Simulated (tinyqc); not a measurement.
Worked calculation: MP2 on RHF in the sto-3g basis, frozen core, for BH2+, spin multiplicity 1. Computed by tinyqc, a small Python program that keeps every step (integrals from PySCF). Settings: charge = 1, multiplicity = 1, basis = sto-3g, method = RHF, frozen orbitals = 1, energy threshold = 1e-10, iteration cap = 55, orthogonalisation = symmetric, start = atomic densities, DIIS depth = 6. Command: `OMP_NUM_THREADS=1 python tinyqc.py 20464 20465 out.jsonl` (the two numbers bound the seeds that draw the settings). One thread of a shared host (Intel(R) Xeon(R) Processor @ 2.60GHz), about 0.2 s of CPU time with the checks. The early iterations of the SCF are left out here.

## One-electron integrals

Geometry (angstrom):
```
atom,x,y,z
B,0.000000,0.000000,0.000000
H,0.000000,1.030000,0.371000
H,0.000000,-1.107000,0.398000
```

Basis sto-3g: exponents (1/bohr^2) and contraction coefficients of normalised primitives:
```
element,l (shell),exponent,coefficient
B,s (1),48.791113,0.154329
B,s (1),8.887362,0.535328
B,s (1),2.405267,0.444635
B,s (2),2.236956,-0.099967
B,s (2),0.519821,0.399513
B,s (2),0.169062,0.700115
B,p (3),2.236956,0.155916
B,p (3),0.519821,0.607684
B,p (3),0.169062,0.391957
H,s (1),3.425251,0.154329
H,s (1),0.623914,0.535328
H,s (1),0.168855,0.444635
```

Overlap, kinetic and nuclear-attraction integrals over the contracted functions; the nuclear repulsion is the sum of Za Zb / Rab.

nuclear repulsion = 4.91361865 hartree

overlap S:
```
,1B 1s,1B 2s,1B 2px,1B 2py,1B 2pz,2H 1s,3H 1s
1B 1s,1.000000,0.269328,0.000000,0.000000,0.000000,0.082676,0.068598
1B 2s,0.269328,1.000000,0.000000,0.000000,0.000000,0.525987,0.482922
1B 2px,0.000000,0.000000,1.000000,0.000000,0.000000,0.000000,0.000000
1B 2py,0.000000,0.000000,0.000000,1.000000,0.000000,0.487594,-0.463671
1B 2pz,0.000000,0.000000,0.000000,0.000000,1.000000,0.175629,0.166704
2H 1s,0.082676,0.525987,0.000000,0.487594,0.175629,1.000000,0.094780
3H 1s,0.068598,0.482922,0.000000,-0.463671,0.166704,0.094780,1.000000
```

kinetic energy T (hartree):
```
,1B 1s,1B 2s,1B 2px,1B 2py,1B 2pz,2H 1s,3H 1s
1B 1s,10.826302,-0.047967,0.000000,0.000000,0.000000,-0.011522,-0.014068
1B 2s,-0.047967,0.359168,0.000000,0.000000,0.000000,0.114078,0.091842
1B 2px,0.000000,0.000000,1.123881,0.000000,0.000000,0.000000,0.000000
1B 2py,0.000000,0.000000,0.000000,1.123881,0.000000,0.263813,-0.222875
1B 2pz,0.000000,0.000000,0.000000,0.000000,1.123881,0.095024,0.080130
2H 1s,-0.011522,0.114078,0.000000,0.263813,0.095024,0.760032,-0.011216
3H 1s,-0.014068,0.091842,0.000000,-0.222875,0.080130,-0.011216,0.760032
```

nuclear attraction V (hartree):
```
,1B 1s,1B 2s,1B 2px,1B 2py,1B 2pz,2H 1s,3H 1s
1B 1s,-24.080591,-3.390699,0.000000,-0.002762,-0.013874,-1.055628,-0.871198
1B 2s,-3.390699,-4.663470,0.000000,-0.014813,-0.116520,-2.236916,-1.997404
1B 2px,0.000000,0.000000,-4.545813,0.000000,0.000000,0.000000,0.000000
1B 2py,-0.002762,-0.014813,0.000000,-4.778554,-0.004915,-1.976539,1.816073
1B 2pz,-0.013874,-0.116520,0.000000,-0.004915,-4.575957,-0.734967,-0.674517
2H 1s,-1.055628,-2.236916,0.000000,-1.976539,-0.734967,-3.839852,-0.404696
3H 1s,-0.871198,-1.997404,0.000000,1.816073,-0.674517,-0.404696,-3.688909
```

core Hamiltonian H = T + V (hartree):
```
,1B 1s,1B 2s,1B 2px,1B 2py,1B 2pz,2H 1s,3H 1s
1B 1s,-13.254288,-3.438667,0.000000,-0.002762,-0.013874,-1.067149,-0.885266
1B 2s,-3.438667,-4.304302,0.000000,-0.014813,-0.116520,-2.122838,-1.905561
1B 2px,0.000000,0.000000,-3.421933,0.000000,0.000000,0.000000,0.000000
1B 2py,-0.002762,-0.014813,0.000000,-3.654674,-0.004915,-1.712726,1.593199
1B 2pz,-0.013874,-0.116520,0.000000,-0.004915,-3.452076,-0.639943,-0.594387
2H 1s,-1.067149,-2.122838,0.000000,-1.712726,-0.639943,-3.079820,-0.415911
3H 1s,-0.885266,-1.905561,0.000000,1.593199,-0.594387,-0.415911,-2.928877
```

## Two-electron integrals

Functions are numbered as in S; the eight-fold symmetry (ij|kl) = (ji|kl) = (kl|ij) leaves the list below.

Two-electron integrals (ij|kl) in chemists' order, unique and non-zero (hartree):
```
i,j,k,l,(ij|kl)
1,1,1,1,2.923513
2,1,1,1,0.518376
2,1,2,1,0.109262
2,2,1,1,0.744229
2,2,2,1,0.193177
2,2,2,2,0.544804
3,1,3,1,0.020264
3,2,3,1,0.029996
3,2,3,2,0.120346
3,3,1,1,0.742491
3,3,2,1,0.193240
3,3,2,2,0.544682
3,3,3,3,0.586773
4,1,4,1,0.020264
4,2,4,1,0.029996
4,2,4,2,0.120346
4,3,4,3,0.031630
4,4,1,1,0.742491
4,4,2,1,0.193240
4,4,2,2,0.544682
4,4,3,3,0.523513
4,4,4,4,0.586773
5,1,5,1,0.020264
5,2,5,1,0.029996
5,2,5,2,0.120346
5,3,5,3,0.031630
5,4,5,4,0.031630
5,5,1,1,0.742491
5,5,2,1,0.193240
5,5,2,2,0.544682
5,5,3,3,0.523513
5,5,4,4,0.523513
5,5,5,5,0.586773
6,1,1,1,0.159577
6,1,2,1,0.033463
6,1,2,2,0.059165
6,1,3,3,0.058874
6,1,4,1,0.002335
6,1,4,2,0.004222
6,1,4,4,0.059677
6,1,5,1,0.000841
6,1,5,2,0.001521
6,1,5,4,0.000289
6,1,5,5,0.058979
6,1,6,1,0.010585
6,2,1,1,0.328082
6,2,2,1,0.086161
6,2,2,2,0.260890
6,2,3,3,0.254025
6,2,4,1,0.008929
6,2,4,2,0.050574
6,2,4,4,0.272053
6,2,5,1,0.003216
6,2,5,2,0.018216
6,2,5,4,0.006494
6,2,5,5,0.256364
6,2,6,1,0.028044
6,2,6,2,0.161670
6,3,3,1,0.009362
6,3,3,2,0.041699
6,3,4,3,0.009901
6,3,5,3,0.003566
6,3,6,3,0.019729
6,4,1,1,0.269888
6,4,2,1,0.071916
6,4,2,2,0.229833
6,4,3,3,0.217558
6,4,4,1,0.015914
6,4,4,2,0.083027
6,4,4,4,0.252221
6,4,5,1,0.002360
6,4,5,2,0.014886
6,4,5,4,0.008919
6,4,5,5,0.219486
6,4,6,1,0.024767
6,4,6,2,0.167563
6,4,6,4,0.189851
6,5,1,1,0.097212
6,5,2,1,0.025904
6,5,2,2,0.082785
6,5,3,3,0.078363
6,5,4,1,0.002360
6,5,4,2,0.014886
6,5,4,4,0.083716
6,5,5,1,0.010212
6,5,5,2,0.047061
6,5,5,4,0.011829
6,5,5,5,0.086190
6,5,6,1,0.008921
6,5,6,2,0.060355
6,5,6,4,0.061277
6,5,6,5,0.041800
6,6,1,1,0.472061
6,6,2,1,0.126342
6,6,2,2,0.427429
6,6,3,3,0.401886
6,6,4,1,0.017561
6,6,4,2,0.125990
6,6,4,4,0.469356
6,6,5,1,0.006325
6,6,5,2,0.045381
6,6,5,4,0.024302
6,6,5,5,0.410640
6,6,6,1,0.042221
6,6,6,2,0.322874
6,6,6,4,0.366463
6,6,6,5,0.131998
6,6,6,6,0.774606
7,1,1,1,0.131906
7,1,2,1,0.027691
7,1,2,2,0.049061
7,1,3,3,0.048818
7,1,4,1,-0.001919
7,1,4,2,-0.003503
7,1,4,4,0.049488
7,1,5,1,0.000690
7,1,5,2,0.001259
7,1,5,4,-0.000241
7,1,5,5,0.048905
7,1,6,1,0.008285
7,1,6,2,0.020979
7,1,6,4,0.016571
7,1,6,5,0.006675
7,1,6,6,0.030324
7,1,7,1,0.007247
7,2,1,1,0.291611
7,2,2,1,0.076719
7,2,2,2,0.234877
7,2,3,3,0.228432
7,2,4,1,-0.007969
7,2,4,2,-0.046630
7,2,4,4,0.245368
7,2,5,1,0.002865
7,2,5,2,0.016765
7,2,5,4,-0.006089
7,2,5,5,0.230621
7,2,6,1,0.022522
7,2,6,2,0.097677
7,2,6,4,0.073933
7,2,6,5,0.035612
7,2,6,6,0.150712
7,2,7,1,0.020723
7,2,7,2,0.134620
7,3,3,1,0.008038
7,3,3,2,0.036589
7,3,4,3,-0.008940
7,3,5,3,0.003214
7,3,6,3,0.010560
7,3,7,3,0.015709
7,4,1,1,-0.247730
7,4,2,1,-0.066086
7,4,2,2,-0.213546
7,4,3,3,-0.202141
7,4,4,1,0.014031
7,4,4,2,0.075678
7,4,4,4,-0.234292
7,4,5,1,-0.002155
7,4,5,2,-0.014054
7,4,5,4,0.008345
7,4,5,5,-0.203986
7,4,6,1,-0.018436
7,4,6,2,-0.077376
7,4,6,4,-0.049708
7,4,6,5,-0.027621
7,4,6,6,-0.112157
7,4,7,1,-0.018815
7,4,7,2,-0.143704
7,4,7,4,0.165985
7,5,1,1,0.089066
7,5,2,1,0.023760
7,5,2,2,0.076776
7,5,3,3,0.072676
7,5,4,1,-0.002155
7,5,4,2,-0.014054
7,5,4,4,0.077807
7,5,5,1,0.008812
7,5,5,2,0.041642
7,5,5,4,-0.010784
7,5,5,5,0.079767
7,5,6,1,0.007361
7,5,6,2,0.036366
7,5,6,4,0.027036
7,5,6,5,0.023519
7,5,6,6,0.058939
7,5,7,1,0.006764
7,5,7,2,0.051666
7,5,7,4,-0.054029
7,5,7,5,0.035134
7,6,1,1,0.060282
7,6,2,1,0.015750
7,6,2,2,0.047231
7,6,3,3,0.046202
7,6,4,1,-0.000041
7,6,4,2,-0.000364
7,6,4,4,0.048150
7,6,5,1,0.001042
7,6,5,2,0.005775
7,6,5,4,-0.000067
7,6,5,5,0.047304
7,6,6,1,0.004884
7,6,6,2,0.024236
7,6,6,4,0.021791
7,6,6,5,0.009933
7,6,6,6,0.042846
7,6,7,1,0.004062
7,6,7,2,0.022381
7,6,7,4,-0.021045
7,6,7,5,0.009367
7,6,7,6,0.004535
7,7,1,1,0.442220
7,7,2,1,0.118557
7,7,2,2,0.408228
7,7,3,3,0.383710
7,7,4,1,-0.015816
7,7,4,2,-0.119904
7,7,4,4,0.448480
7,7,5,1,0.005686
7,7,5,2,0.043109
7,7,5,4,-0.023287
7,7,5,5,0.392083
7,7,6,1,0.034383
7,7,6,2,0.160678
7,7,6,4,0.114278
7,7,6,5,0.061446
7,7,6,6,0.247108
7,7,7,1,0.032780
7,7,7,2,0.291111
7,7,7,4,-0.339161
7,7,7,5,0.121939
7,7,7,6,0.042846
7,7,7,7,0.774606
```

## Orthogonalisation

S = U s U^T; symmetric (Loewdin) form X = U s^(-1/2) U^T, so that X^T S X = 1.

eigenvalues of S: 0.252741  0.299059  0.886110  1.000000  1.058653  1.624561  1.878876

X:
```
,1B 1s,1B 2s,1B 2px,1B 2py,1B 2pz,2H 1s,3H 1s
1B 1s,1.031796,-0.168632,0.000000,-0.000891,-0.009063,0.025916,0.026469
1B 2s,-0.168632,1.345187,0.000000,0.035851,0.104806,-0.414907,-0.345322
1B 2px,0.000000,0.000000,1.000000,0.000000,0.000000,0.000000,0.000000
1B 2py,-0.000891,0.035851,0.000000,1.302901,0.010259,-0.418655,0.369122
1B 2pz,-0.009063,0.104806,0.000000,0.010259,1.034724,-0.135890,-0.117034
2H 1s,0.025916,-0.414907,0.000000,-0.418655,-0.135890,1.363217,-0.056422
3H 1s,0.026469,-0.345322,0.000000,0.369122,-0.117034,-0.056422,1.288251
```

## Iteration 9 (converged): orbitals

converged F (hartree):
```
,1B 1s,1B 2s,1B 2px,1B 2py,1B 2pz,2H 1s,3H 1s
1B 1s,-7.959722,-2.312497,0.000000,-0.001451,0.006551,-0.722892,-0.600918
1B 2s,-2.312497,-1.486828,0.000000,-0.015958,-0.104801,-0.851078,-0.772796
1B 2px,0.000000,0.000000,-0.189304,0.000000,0.000000,0.000000,0.000000
1B 2py,-0.001451,-0.015958,0.000000,-0.733062,-0.008358,-0.580326,0.552240
1B 2pz,0.006551,-0.104801,0.000000,-0.008358,-0.229328,-0.183105,-0.170998
2H 1s,-0.722892,-0.851078,0.000000,-0.580326,-0.183105,-0.823351,-0.181744
3H 1s,-0.600918,-0.772796,0.000000,0.552240,-0.170998,-0.181744,-0.750176
```

Diagonalise F' = X^T F X, C = X C', fill 3 alpha and 3 beta electrons from the bottom; D = 2 C_occ C_occ^T. Each column has its largest component positive (the first on a tie).

F' = X^T F X (hartree):
```
,1,2,3,4,5,6,7
1,-7.770280,-1.164279,0.000000,0.003869,0.006104,-0.128283,-0.083540
2,-1.164279,-0.657034,0.000000,0.020655,0.033910,-0.477333,-0.421380
3,0.000000,0.000000,-0.189304,0.000000,0.000000,0.000000,0.000000
4,0.003869,0.020655,0.000000,-0.268842,0.002963,-0.508713,0.473070
5,0.006104,0.033910,0.000000,0.002963,-0.179181,-0.145158,-0.129334
6,-0.128283,-0.477333,0.000000,-0.508713,-0.145158,-0.236168,-0.098475
7,-0.083540,-0.421380,0.000000,0.473070,-0.129334,-0.098475,-0.254450
```

orbital energies (hartree): MO1 -7.964304, MO2 -1.026278, MO3 -0.902932, MO4 -0.229125, MO5 -0.189304, MO6 0.258732, MO7 0.497952

coefficients C:
```
,MO1,MO2,MO3,MO4,MO5,MO6,MO7
1B 1s,0.992146,-0.238158,0.025887,0.102807,0.000000,-0.201727,-0.038597
1B 2s,0.031051,0.630460,-0.087626,-0.449130,0.000000,1.200655,0.303675
1B 2px,0.000000,0.000000,0.000000,0.000000,1.000000,0.000000,0.000000
1B 2py,0.000562,0.062991,0.581307,0.001438,0.000000,-0.194513,1.277005
1B 2pz,0.001246,0.086772,-0.006848,0.890488,0.000000,0.548175,0.113782
2H 1s,-0.005615,0.355230,0.331241,0.167165,0.000000,-0.747550,-1.185490
3H 1s,-0.005230,0.266548,-0.402546,0.178215,0.000000,-1.037773,0.768647
```

D after iteration 9:
```
,1B 1s,1B 2s,1B 2px,1B 2py,1B 2pz,2H 1s,3H 1s
1B 1s,2.083486,-0.243222,0.000000,0.001209,-0.039214,-0.163195,-0.158180
1B 2s,-0.243222,0.812244,0.000000,-0.022414,0.110689,0.389517,0.406318
1B 2px,0.000000,0.000000,0.000000,0.000000,0.000000,0.000000,0.000000
1B 2py,0.001209,-0.022414,0.000000,0.683772,0.002971,0.429852,-0.434431
1B 2pz,-0.039214,0.110689,0.000000,0.002971,0.015156,0.057097,0.051758
2H 1s,-0.163195,0.389517,0.000000,0.429852,0.057097,0.471881,-0.077249
3H 1s,-0.158180,0.406318,0.000000,-0.434431,0.051758,-0.077249,0.466237
```

## Convergence

Stop when the energy changes by less than 1e-10 hartree and every element of the error matrix X^T (F D S - S D F) X is below 3e-06.

Course of the cycle:
```
iteration,E (hartree),change,largest element of the error matrix
1,-22.71208782,-,6.05e-01
2,-25.13677323,-2.42e+00,6.34e-02
3,-25.14601093,-9.24e-03,1.67e-02
4,-25.14675990,-7.49e-04,2.15e-03
5,-25.14677171,-1.18e-05,3.36e-04
6,-25.14677195,-2.46e-07,2.25e-05
7,-25.14677196,-1.27e-09,1.13e-05
8,-25.14677196,-3.95e-10,2.62e-07
9,-25.14677196,-9.95e-14,5.06e-08
```

PySCF RHF in the same basis = -25.14677196 hartree

Converged in 9 iterations.

## Integrals over molecular orbitals

(pq|rs) = sum C_ip C_jq C_kr C_ls (ij|kl), one index at a time.

one-electron integrals over orbitals h = C^T H C (hartree):
```
,1,2,3,4,5,6,7
1,-13.240726,0.293337,-0.032822,-0.141570,0.000000,0.216032,0.039873
2,0.293337,-3.547768,-0.013077,0.044140,0.000000,-0.436304,-0.132668
3,-0.032822,-0.013077,-3.378382,-0.016731,0.000000,0.165966,-0.517826
4,-0.141570,0.044140,-0.016731,-3.365879,0.000000,-0.196536,-0.027044
5,0.000000,0.000000,0.000000,0.000000,-3.421933,0.000000,0.000000
6,0.216032,-0.436304,0.165966,-0.196536,0.000000,-2.704763,0.006713
7,0.039873,-0.132668,-0.517826,-0.027044,0.000000,0.006713,-2.686179
```

Two-electron integrals over orbitals (pq|rs), unique and non-zero (hartree); the lowest 1 orbital is frozen and left out:
```
p,q,r,s,(pq|rs)
2,2,2,2,0.491497
3,2,2,2,0.037743
3,2,3,2,0.143954
3,3,2,2,0.474067
3,3,3,2,-0.027931
3,3,3,3,0.511498
4,2,2,2,0.023418
4,2,3,2,0.000708
4,2,3,3,0.014915
4,2,4,2,0.069525
4,3,2,2,0.002249
4,3,3,2,0.015533
4,3,3,3,-0.004505
4,3,4,2,-0.005588
4,3,4,3,0.027127
4,4,2,2,0.458613
4,4,3,2,0.000449
4,4,3,3,0.446541
4,4,4,2,-0.060093
4,4,4,3,0.009522
4,4,4,4,0.594306
5,2,5,2,0.074828
5,3,5,2,-0.005949
5,3,5,3,0.021537
5,4,5,2,-0.024598
5,4,5,3,0.003114
5,4,5,4,0.039060
5,5,2,2,0.478866
5,5,3,2,0.000373
5,5,3,3,0.454476
5,5,4,2,-0.023652
5,5,4,3,0.005004
5,5,4,4,0.516674
5,5,5,5,0.586773
6,2,2,2,0.032357
6,2,3,2,-0.009231
6,2,3,3,0.002570
6,2,4,2,0.001785
6,2,4,3,0.003327
6,2,4,4,0.063589
6,2,5,5,0.088172
6,2,6,2,0.079981
6,3,2,2,-0.030981
6,3,3,2,-0.072024
6,3,3,3,0.009148
6,3,4,2,0.005900
6,3,4,3,-0.019040
6,3,4,4,-0.028262
6,3,5,5,-0.031837
6,3,6,2,-0.022341
6,3,6,3,0.085623
6,4,2,2,0.024929
6,4,3,2,0.009501
6,4,3,3,0.002473
6,4,4,2,0.022359
6,4,4,3,-0.003921
6,4,4,4,0.017770
6,4,5,5,0.025392
6,4,6,2,0.038642
6,4,6,3,-0.015598
6,4,6,4,0.033008
6,5,5,2,0.054208
6,5,5,3,-0.009455
6,5,5,4,-0.011717
6,5,6,5,0.047654
6,6,2,2,0.474631
6,6,3,2,-0.041375
6,6,3,3,0.495394
6,6,4,2,0.051577
6,6,4,3,-0.014934
6,6,4,4,0.426263
6,6,5,5,0.456134
6,6,6,2,0.015270
6,6,6,3,0.028510
6,6,6,4,0.020286
6,6,6,6,0.545560
7,2,2,2,0.002665
7,2,3,2,-0.022843
7,2,3,3,0.005619
7,2,4,2,-0.007757
7,2,4,3,-0.023742
7,2,4,4,0.022564
7,2,5,5,0.026215
7,2,6,2,0.018434
7,2,6,3,0.045164
7,2,6,4,0.007995
7,2,6,6,0.016681
7,2,7,2,0.059304
7,3,2,2,0.031137
7,3,3,2,-0.013922
7,3,3,3,0.027974
7,3,4,2,-0.040975
7,3,4,3,0.005722
7,3,4,4,0.098928
7,3,5,5,0.095791
7,3,6,2,0.063858
7,3,6,3,-0.017655
7,3,6,4,0.018324
7,3,6,6,-0.003838
7,3,7,2,0.025845
7,3,7,3,0.096703
7,4,2,2,-0.010393
7,4,3,2,-0.056988
7,4,3,3,0.013862
7,4,4,2,0.006768
7,4,4,3,0.010755
7,4,4,4,0.000956
7,4,5,5,0.002693
7,4,6,2,0.009922
7,4,6,3,0.029607
7,4,6,4,-0.002368
7,4,6,6,0.021545
7,4,7,2,0.003834
7,4,7,3,0.008703
7,4,7,4,0.044154
7,5,5,2,0.012993
7,5,5,3,0.015122
7,5,5,4,-0.002740
7,5,6,5,0.006173
7,5,7,5,0.019687
7,6,2,2,0.031388
7,6,3,2,0.114842
7,6,3,3,-0.027672
7,6,4,2,0.011456
7,6,4,3,0.022558
7,6,4,4,-0.006100
7,6,5,5,0.001363
7,6,6,2,0.001196
7,6,6,3,-0.080152
7,6,6,4,0.014310
7,6,6,6,-0.036942
7,6,7,2,-0.043849
7,6,7,3,-0.017483
7,6,7,4,-0.043550
7,6,7,6,0.119111
7,7,2,2,0.497218
7,7,3,2,0.048496
7,7,3,3,0.497406
7,7,4,2,0.001313
7,7,4,3,0.009949
7,7,4,4,0.479640
7,7,5,5,0.476870
7,7,6,2,0.002402
7,7,6,3,-0.039928
7,7,6,4,0.003334
7,7,6,6,0.483896
7,7,7,2,-0.014503
7,7,7,3,0.029461
7,7,7,4,-0.017247
7,7,7,6,0.039573
7,7,7,7,0.558473
```

## Second-order Moller-Plesset energy

Hartree-Fock energy = -25.14677196 hartree

E2 = sum_ijab (ia|jb) [2 (ia|jb) - (ib|ja)] / (e_i + e_j - e_a - e_b) over occupied i, j and virtual a, b; the opposite-spin part is (ia|jb)^2 / denominator, the rest is same-spin, and SCS-MP2 scales them by 6/5 and 1/3.

Terms:
```
i,j,a,b,(ia|jb),(ib|ja),denominator,term
2,2,5,5,0.074828,0.074828,-1.673949,-0.003345
3,3,7,7,0.096703,0.096703,-2.801769,-0.003338
3,3,6,6,0.085623,0.085623,-2.323330,-0.003156
2,2,4,4,0.069525,0.069525,-1.594307,-0.003032
2,2,6,6,0.079981,0.079981,-2.570022,-0.002489
3,2,7,6,0.063858,0.045164,-2.685895,-0.001963
2,3,6,7,0.063858,0.045164,-2.685895,-0.001963
2,2,7,7,0.059304,0.059304,-3.048461,-0.001154
3,2,7,4,-0.040975,-0.023742,-2.198038,-0.001085
2,3,4,7,-0.040975,-0.023742,-2.198038,-0.001085
3,3,4,4,0.027127,0.027127,-1.347615,-0.000546
2,3,7,6,0.045164,0.063858,-2.685895,-0.000445
3,2,6,7,0.045164,0.063858,-2.685895,-0.000445
3,3,5,5,0.021537,0.021537,-1.427258,-0.000325
3,2,7,7,0.025845,0.025845,-2.925115,-0.000228
2,3,7,7,0.025845,0.025845,-2.925115,-0.000228
3,2,6,6,-0.022341,-0.022341,-2.446676,-0.000204
2,3,6,6,-0.022341,-0.022341,-2.446676,-0.000204
3,3,6,4,-0.019040,-0.019040,-1.835472,-0.000198
3,3,4,6,-0.019040,-0.019040,-1.835472,-0.000198
3,3,7,6,-0.017655,-0.017655,-2.562549,-0.000122
3,3,6,7,-0.017655,-0.017655,-2.562549,-0.000122
2,2,6,7,0.018434,0.018434,-2.809241,-0.000121
2,2,7,6,0.018434,0.018434,-2.809241,-0.000121
2,3,7,4,-0.023742,-0.040975,-2.198038,-0.000070
3,2,4,7,-0.023742,-0.040975,-2.198038,-0.000070
2,2,4,7,-0.007757,-0.007757,-2.321384,-0.000026
2,2,7,4,-0.007757,-0.007757,-2.321384,-0.000026
3,2,6,4,0.005900,0.003327,-1.958818,-0.000026
2,3,4,6,0.005900,0.003327,-1.958818,-0.000026
2,3,5,5,-0.005949,-0.005949,-1.550604,-0.000023
3,2,5,5,-0.005949,-0.005949,-1.550604,-0.000023
2,3,4,4,-0.005588,-0.005588,-1.470961,-0.000021
3,2,4,4,-0.005588,-0.005588,-1.470961,-0.000021
3,3,7,4,0.005722,0.005722,-2.074692,-0.000016
3,3,4,7,0.005722,0.005722,-2.074692,-0.000016
2,2,4,6,0.001785,0.001785,-2.082164,-1.53e-06
2,2,6,4,0.001785,0.001785,-2.082164,-1.53e-06
2,3,6,4,0.003327,0.005900,-1.958818,-1.28e-06
3,2,4,6,0.003327,0.005900,-1.958818,-1.28e-06
```

Pair energies (hartree; pair i-j sums ij and ji):
```
pair,opposite spin,same spin
2-2,-0.010316,0
3-2,-0.007596,-0.000537
3-3,-0.008034,0
```

MP2 correlation energy = -0.02648323 hartree

SCS-MP2 correlation energy = -0.03131430 hartree

MP2 total energy = -25.17325519 hartree
